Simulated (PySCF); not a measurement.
# C2H7B (SMILES BCC): levels of theory compared

Wanted: a comparison of 6 runs (HF/3-21G, B3LYP/6-31G*, B3LYP/def2-SVP, r2SCAN/aug-cc-pVDZ, B3LYP/def2-TZVP, MP2/def2-TZVP) of C2H7B. 

The calculation is run with PySCF 2.14.0.

## (1) The molecule

C2H7B has 10 atoms, charge 0, and is taken as a singlet. As SMILES, `BCC`. The coordinates come from a PBE0-D4/def2-TZVP relaxation.

Bond lengths: B1–C2 1.551 Å, C2–C3 1.522 Å, B1–H4 1.200 Å, B1–H5 1.199 Å, C2–H6 1.102 Å, C2–H7 1.102 Å, C3–H8 1.093 Å, C3–H9 1.093 Å, C3–H10 1.093 Å. Some angles: B1–C2–C3 118.3°, B1–C2–H6 106.6°, B1–C2–H7 106.4°, C3–C2–H6 111.1°, C3–C2–H7 111.1°, C2–B1–H4 122.2°, C2–B1–H5 119.5°, C2–C3–H8 112.2°, C2–C3–H9 111.1°, C2–C3–H10 111.1°.

## (2) Energy and gradient at HF/3-21G (run 1)

input.py

```python
# BCC
from pyscf import gto, scf

mol = gto.M(
    atom='''
B     -1.744595     1.615338    -1.378555
C      0.796898     0.555013    -0.376055
C      0.726978    -1.726454     1.374965
H     -3.740902     0.692774    -0.824488
H     -1.737792     3.414924    -2.755788
H      1.796563     2.150697     0.512872
H      1.978165     0.177823    -2.049408
H      2.615948    -2.318127     1.963992
H     -0.359615    -1.318273     3.082899
H     -0.174422    -3.340658     0.455235
''',
    max_memory=1860,
    verbose=4,
    charge=0,
    basis='3-21g',
    unit='bohr',
)

mf = scf.RHF(mol)
mf.conv_tol = 1e-10
mf.kernel()
if not mf.converged:
    mf = mf.newton().run(mf.mo_coeff, mf.mo_occ)

etot = mf.e_tot
print('E = %.10f Eh' % etot)
grad = mf.nuc_grad_method().kernel()
dip = mf.dip_moment()
pop, q = mf.mulliken_pop()
```

On the command line:

```console
$ OMP_NUM_THREADS=1 python input.py
```

The program printed:

```text
PySCF version 2.14.0

[... 62 lines left out ...]
converged SCF energy = -103.8930178638
[... 12 lines left out ...]
Dipole moment(X, Y, Z, Debye):  0.51235, -0.09007,  0.10586
[... 13 lines left out ...]
pop of  1 C 2px           0.57555
pop of  1 C 2py           0.52692
pop of  1 C 2pz           0.52416
pop of  1 C 3px           0.61996
pop of  1 C 3py           0.49485
pop of  1 C 3pz           0.54000
pop of  2 C 1s            1.98821
pop of  2 C 2s            0.35323
pop of  2 C 3s            1.11733
pop of  2 C 2px           0.54350
pop of  2 C 2py           0.53444
pop of  2 C 2pz           0.53785
pop of  2 C 3px           0.55926
pop of  2 C 3py           0.44842
pop of  2 C 3pz           0.49307
pop of  3 H 1s            0.45894
pop of  3 H 2s            0.59400
pop of  4 H 1s            0.45978
pop of  4 H 2s            0.60079
pop of  5 H 1s            0.45326
pop of  5 H 2s            0.32877
pop of  6 H 1s            0.45308
pop of  6 H 2s            0.32904
pop of  7 H 1s            0.46965
pop of  7 H 2s            0.33211
pop of  8 H 1s            0.46920
pop of  8 H 2s            0.33466
pop of  9 H 1s            0.46920
pop of  9 H 2s            0.33460
 ** Mulliken atomic charges  **
charge of    0B =      0.43638
charge of    1C =     -0.77400
charge of    2C =     -0.57530
charge of    3H =     -0.05294
charge of    4H =     -0.06057
charge of    5H =      0.21797
charge of    6H =      0.21788
charge of    7H =      0.19824
charge of    8H =      0.19615
charge of    9H =      0.19619
```

Wall time 1.7 s (1 thread of Intel Xeon at 2.50GHz (Skylake/Cascade Lake), shared host); peak memory 0.12 GiB.

## (3) Energy and forces at B3LYP/6-31G(d) (Cartesian functions) (run 2)

calc.py

```python
from pyscf import gto, dft

system = gto.M(
    atom='''
B   -0.923200   0.854800  -0.729500
C    0.421700   0.293700  -0.199000
C    0.384700  -0.913600   0.727600
H   -1.979600   0.366600  -0.436300
H   -0.919600   1.807100  -1.458300
H    0.950700   1.138100   0.271400
H    1.046800   0.094100  -1.084500
H    1.384300  -1.226700   1.039300
H   -0.190300  -0.697600   1.631400
H   -0.092300  -1.767800   0.240900
''',
    max_memory=1860,
    basis='6-31g*',
    verbose=4,
    cart=True,
)

mf = dft.RKS(system)
mf.xc = 'b3lyp'
mf.conv_tol = 1e-10
mf.grids.level = 5
mf.kernel()
if not mf.converged:
    mf = mf.newton().run(mf.mo_coeff, mf.mo_occ)

etot = mf.e_tot
print(f'total energy: {etot:.8f} hartree')
grad = mf.nuc_grad_method().kernel()
dip = mf.dip_moment()
pop, q = mf.mulliken_pop()
```

On the command line:

```console
$ OMP_NUM_THREADS=1 python calc.py
```

The program printed:

```text
PySCF version 2.14.0

[... 77 lines left out ...]
converged SCF energy = -105.257531616067
total energy: -105.25753162 hartree
[... 12 lines left out ...]
Dipole moment(X, Y, Z, Debye):  0.64635, -0.14989,  0.16155
[... 31 lines left out ...]
pop of  2  C 1s           1.99184
pop of  2  C 2s           0.67786
pop of  2  C 3s           0.62721
pop of  2  C 2px          0.71761
pop of  2  C 2py          0.70085
pop of  2  C 2pz          0.70757
pop of  2  C 3px          0.34662
pop of  2  C 3py          0.31019
pop of  2  C 3pz          0.32893
pop of  2  C 3dxx         0.00438
pop of  2  C 3dxy         0.00699
pop of  2  C 3dxz         0.00843
pop of  2  C 3dyy        -0.00015
pop of  2  C 3dyz         0.00781
pop of  2  C 3dzz         0.00103
pop of  3  H 1s           0.52308
pop of  3  H 2s           0.50428
pop of  4  H 1s           0.52340
pop of  4  H 2s           0.50840
pop of  5  H 1s           0.51801
pop of  5  H 2s           0.32862
pop of  6  H 1s           0.51786
pop of  6  H 2s           0.32878
pop of  7  H 1s           0.52961
pop of  7  H 2s           0.33291
pop of  8  H 1s           0.52815
pop of  8  H 2s           0.32666
pop of  9  H 1s           0.52816
pop of  9  H 2s           0.32663
 ** Mulliken atomic charges  **
charge of    0B =      0.12386
charge of    1C =     -0.36214
charge of    2C =     -0.43717
charge of    3H =     -0.02737
charge of    4H =     -0.03180
charge of    5H =      0.15337
charge of    6H =      0.15336
charge of    7H =      0.13748
charge of    8H =      0.14519
charge of    9H =      0.14522
```

Wall time 36 s (1 thread of Intel Xeon at 2.50GHz (Skylake/Cascade Lake), shared host); peak memory 0.6 GiB.

Runs 3 to 5 aren't shown in full; the table further down has their settings and results.

## (4) Energy and gradient at MP2/def2-TZVP (run 6)

calc.py

```python
import pyscf.grad
from pyscf import gto, mp

mol = gto.M(
    atom='''
B     -0.923200     0.854800    -0.729500
C      0.421700     0.293700    -0.199000
C      0.384700    -0.913600     0.727600
H     -1.979600     0.366600    -0.436300
H     -0.919600     1.807100    -1.458300
H      0.950700     1.138100     0.271400
H      1.046800     0.094100    -1.084500
H      1.384300    -1.226700     1.039300
H     -0.190300    -0.697600     1.631400
H     -0.092300    -1.767800     0.240900
''',
    max_memory=1860,
    charge=0,
    verbose=4,
    spin=0,
    basis='def2-tzvp',
)

myscf = mol.RHF()
myscf.conv_tol = 1e-10
myscf.kernel()
if not myscf.converged:
    myscf = myscf.newton().run(myscf.mo_coeff, myscf.mo_occ)

pt = mp.MP2(myscf, frozen=3).run()
etot = pt.e_tot
print(f'total energy: {etot:.8f} hartree')
grad = pt.Gradients().kernel()
dip = myscf.dip_moment()
pop, q = myscf.mulliken_pop()
```

On the command line:

```console
$ OMP_NUM_THREADS=1 python calc.py
```

The program printed:

```text
PySCF version 2.14.0

[... 62 lines left out ...]
converged SCF energy = -104.511467567329
[... 8 lines left out ...]
total energy: -104.95366260 hartree
[... 8 lines left out ...]
Dipole moment(X, Y, Z, Debye):  0.52135, -0.12165,  0.13171
[... 107 lines left out ...]
pop of  5 H 2s            0.49343
pop of  5 H 3s            0.12145
pop of  5 H 2px           0.00737
pop of  5 H 2py           0.00979
pop of  5 H 2pz           0.00541
pop of  6 H 1s            0.26072
pop of  6 H 2s            0.49350
pop of  6 H 3s            0.12162
pop of  6 H 2px           0.00827
pop of  6 H 2py           0.00397
pop of  6 H 2pz           0.01033
pop of  7 H 1s            0.26837
pop of  7 H 2s            0.49879
pop of  7 H 3s            0.10875
pop of  7 H 2px           0.01234
pop of  7 H 2py           0.00469
pop of  7 H 2pz           0.00465
pop of  8 H 1s            0.26806
pop of  8 H 2s            0.49920
pop of  8 H 3s            0.11444
pop of  8 H 2px           0.00659
pop of  8 H 2py           0.00397
pop of  8 H 2pz           0.01111
pop of  9 H 1s            0.26806
pop of  9 H 2s            0.49916
pop of  9 H 3s            0.11440
pop of  9 H 2px           0.00571
pop of  9 H 2py           0.01046
pop of  9 H 2pz           0.00551
 ** Mulliken atomic charges  **
charge of    0B =      0.03271
charge of    1C =     -0.23568
charge of    2C =     -0.28665
charge of    3H =     -0.00583
charge of    4H =     -0.00360
charge of    5H =      0.10171
charge of    6H =      0.10160
charge of    7H =      0.10241
charge of    8H =      0.09662
charge of    9H =      0.09670
```

It took 79 s on 1 thread of Intel Xeon at 2.50GHz (Skylake/Cascade Lake), shared host; peak memory 2 GiB.

## (5) Overview of the runs

| run | level | Cartesian functions | integration grid | energy (Eh) | dipole moment (D) of the reference | HOMO energy (eV) | LUMO energy (eV) | wall time |
| --- | --- | --- | --- | --- | --- | --- | --- | --- |
| 1 | HF/3-21G | no | – | -103.893018 | 0.53 | -12.16 | 2.82 | 1.7 s |
| 2 | B3LYP/6-31G* (Cartesian functions) | yes | 5 | -105.257532 | 0.68 | -8.40 | -1.06 | 36 s |
| 3 | B3LYP/def2-SVP | no | 5 | -105.179263 | 0.71 | -8.54 | -1.38 | 27 s |
| 4 | r2SCAN/aug-cc-pVDZ | no | 5 | -105.178843 | 0.72 | -7.69 | -1.86 | 2 min |
| 5 | B3LYP/def2-TZVP | no | 5 | -105.299535 | 0.69 | -8.61 | -1.51 | 80 s |
| 6 | MP2/def2-TZVP | no | – | -104.953663 | 0.55 | -12.21 | 2.13 | 79 s |

## (6) What came out

| quantity | value |
| --- | --- |
| run 6: total energy | -104.95366 Eh |
| run 6: dipole moment (Hartree–Fock density) | 0.55 D |
| run 6: HOMO energy (Hartree–Fock orbitals) | -12.21 eV |
| run 6: LUMO energy (Hartree–Fock orbitals) | 2.13 eV |
| run 6: HOMO–LUMO gap (Hartree–Fock orbitals) | 14.34 eV |
| run 6: correlation energy (3 core orbitals frozen) | -442.2 mEh |
| run 6: largest force on an atom | 0.295 eV/Å |

**Reading.** Over runs 1, 2, 3, 4, 5 the dipole moment (its size) runs from 0.53 D (HF/3-21G) to 0.72 D (r2SCAN/aug-cc-pVDZ). The two ends differ in method and basis. Over runs 1, 2, 3, 4, 5 the HOMO–LUMO gap runs from 5.82 eV (r2SCAN/aug-cc-pVDZ) to 14.99 eV (HF/3-21G). Totals of different functionals can't be ranked against each other. All runs together took 5.8 min, the longest 2 min.
